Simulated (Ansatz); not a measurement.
This geometry of AlFH$_{2}$ (4 atoms, charge 0, multiplicity 1) is a first-order saddle point.

These are results of Ansatz 0.2.0, RKS r2SCAN-D4/def2-SVP, not measurements.

```xyz
4
Properties=species:S:1:pos:R:3
Al 0.251 0.000 -0.489
F 0.975 0.000 1.313
H 1.744 0.000 0.433
H -1.358 0.000 -0.326
```

(1) Which two structures does it join? (They come from a converged band through this point; their orientation in space is the band's.)

(2) How far does it lie above each of them?

## Answers

(1) Bonds broken: Al1–F2, Al1–H3. Bonds formed: F2–H3. AlFH2 becomes AlH + FH.

Initial state:

```xyz
4
Properties=species:S:1:pos:R:3
Al 0.402 0.000 0.173
F 0.445 0.000 1.840
H 1.791 0.000 -0.578
H -1.025 0.000 -0.504
```

Final state:

```xyz
4
Properties=species:S:1:pos:R:3
Al 0.001 0.000 -0.895
F 1.078 0.000 1.108
H 1.952 0.000 0.772
H -1.420 0.000 -0.054
```

(2) 3.35 eV above the first and 0.26 eV above the second. This is the barrier of this one path; another mechanism may lie lower. The orbitals stay closed-shell, which can raise the energy where a bond breaks towards radicals; this wasn't checked here.

Run time: 84 s on 1 thread of Arm Neoverse V1 (shared host), peak memory 0.087 GiB.
